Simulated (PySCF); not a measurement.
Compound: H₅NOSi.
Bonds: N1–Si2, Si2–O3. Hydrogens: H4, H5 on N1; H6, H7 on Si2; H8 on O3.

Level of theory: PBE0-D3(BJ)/def2-SVP geometry optimisation, gas phase in PySCF 2.14.0.

Question: List the bond lengths, angles and torsions at this level.

Answer: 
```
          bond  length (Å)   order
        N1–Si2       1.719  single
        Si2–O3       1.667  single
  N1–H4, N1–H5       1.012  single
Si2–H6, Si2–H7       1.492  single
         O3–H8       0.962  single
```

Bonds in one row agree within 0.01 Å and their mean is given. Orders are formal, as drawn. A selection of angles:
```
    angle  degrees
Si2–N1–H4    124.3
Si2–N1–H5    121.9
 H4–N1–H5    112.6
N1–Si2–O3    113.2
N1–Si2–H6    113.6
N1–Si2–H7    104.2
O3–Si2–H6    102.7
O3–Si2–H7    112.2
H6–Si2–H7    111.1
Si2–O3–H8    114.9
```

Dihedral angles: H8–O3–Si2–N1 -50° (synclinal). The mirror-image conformer, all signs reversed, is as good.

Si2 (oxygen-bound silicon) is distorted tetrahedral (angles from 102.7° to 113.6°). N1 (silicon-bound nitrogen) is almost planar (angles 124.3°, 121.9° and 112.6°, sum 358.8°, 0.08 Å off the plane of its three neighbours).

Whether it is a minimum is left open (no frequencies). One conformer, not necessarily the lowest (H–N1–Si2–O3 -71° and 123°, N1–Si2–O3–H -50°).
